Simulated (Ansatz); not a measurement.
**hcp Re**

Computed with LDA in Ansatz (PAW).

Numerical settings: plane-wave cutoff 520 eV, 30×30×14 k mesh (along the axes of the cell as run), Fermi–Dirac smearing 0.06 eV (set by the program), no spin polarisation, scalar-relativistic PAW data made under PBE.

Cell (relaxed at this level):

```xyz
2
Lattice="2.7377 0.0000 0.0000 -1.3689 2.3709 0.0000 0.0000 0.0000 4.4156" Properties=species:S:1:pos:R:3 pbc="T T T"
Re     1.3689     0.7903     3.3117
Re     0.0000     1.5806     1.1039
```

| Item | Result |
|---|---|
| elastic constant C11 | 673 GPa |
| elastic constant C12 | 295 GPa |
| elastic constant C13 | 246 GPa |
| elastic constant C33 | 727 GPa |
| elastic constant C44 | 180 GPa |
| elastic constant C66 | 189 GPa |
| Voigt–Reuss–Hill bulk modulus | 405 GPa |
| polycrystal shear modulus (Hill average) | 195 GPa |
| Young modulus | 503 GPa |
| Poisson ratio | 0.293 |

Measured, for comparison: elastic constant C11 616 GPa, elastic constant C12 273 GPa, elastic constant C13 206 GPa, elastic constant C33 683 GPa, elastic constant C44 161 GPa (temperature not stated, no zero-point or thermal correction; as tabulated in Mehl and Papaconstantopoulos (1996), arXiv:mtrl-th/9602003). Computed (rounded) less measured: elastic constant C11 +9 %, elastic constant C12 +8 %, elastic constant C13 +19 %, elastic constant C33 +6 %, elastic constant C44 +12 %. A static lattice is as a rule a little smaller and stiffer than an uncorrected measurement, which narrows the difference in the elastic constant C11, elastic constant C12, elastic constant C33 and would widen misses of the other sign.

Elastic constants are with the ions relaxed.

Spin–orbit coupling is not included.

The computed numbers hold no vibrational or temperature effects.

Ansatz is an electronic-structure program.
